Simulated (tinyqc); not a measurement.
Inside a calculation. Method: RHF in the sto-3g basis, for H2O, spin multiplicity 1. One step of it, computed by the program tinyqc.

Question. Orthogonalisation. S = U s U^T; symmetric (Loewdin) form X = U s^(-1/2) U^T, so that X^T S X = 1.

overlap S:
```
           1O 1s     1O 2s    1O 2px     1O 2py    1O 2pz     2H 1s      3H 1s
1O 1s   1.000000  0.236704  0.000000   0.000000  0.000000  0.042812   0.042812
1O 2s   0.236704  1.000000  0.000000   0.000000  0.000000  0.413275   0.413275
1O 2px  0.000000  0.000000  1.000000   0.000000  0.000000  0.000000   0.000000
1O 2py  0.000000  0.000000  0.000000   1.000000  0.000000  0.263117  -0.263117
1O 2pz  0.000000  0.000000  0.000000   0.000000  1.000000  0.242746   0.242746
2H 1s   0.042812  0.413275  0.000000   0.263117  0.242746  1.000000   0.238926
3H 1s   0.042812  0.413275  0.000000  -0.263117  0.242746  0.238926   1.000000
```

Give: eigenvalues of S; X.

Answer.

eigenvalues of S: 0.4060  0.4897  0.8785  1.0000  1.1082  1.2713  1.8462

X:
```
          1O 1s    1O 2s  1O 2px   1O 2py   1O 2pz    2H 1s    3H 1s
1O 1s    1.0238  -0.1385  0.0000   0.0000  -0.0090   0.0196   0.0196
1O 2s   -0.1385   1.1788  0.0000   0.0000   0.0901  -0.2392  -0.2392
1O 2px   0.0000   0.0000  1.0000   0.0000   0.0000   0.0000   0.0000
1O 2py   0.0000   0.0000  0.0000   1.0751   0.0000  -0.1825   0.1825
1O 2pz  -0.0090   0.0901  0.0000   0.0000   1.0518  -0.1379  -0.1379
2H 1s    0.0196  -0.2392  0.0000  -0.1825  -0.1379   1.1543  -0.0865
3H 1s    0.0196  -0.2392  0.0000   0.1825  -0.1379  -0.0865   1.1543
```
